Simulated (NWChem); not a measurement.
N₂ cation, doublet

Computed with NWChem. Pople sets run with spherical d functions. Spin-unrestricted. Coordinates come from a PBE-D3(BJ)/def2-SVP, spin-unrestricted optimisation. No stability test was run on the SCF state.

Q: What does the run give for B3LYP/6-31G*? Quantities: highest occupied level (eV); lowest empty minus highest occupied level, either spin (eV).

A: 
```yaml
highest occupied level (eV): -23.66
lowest empty minus highest occupied level, either spin (eV): 3.88
```
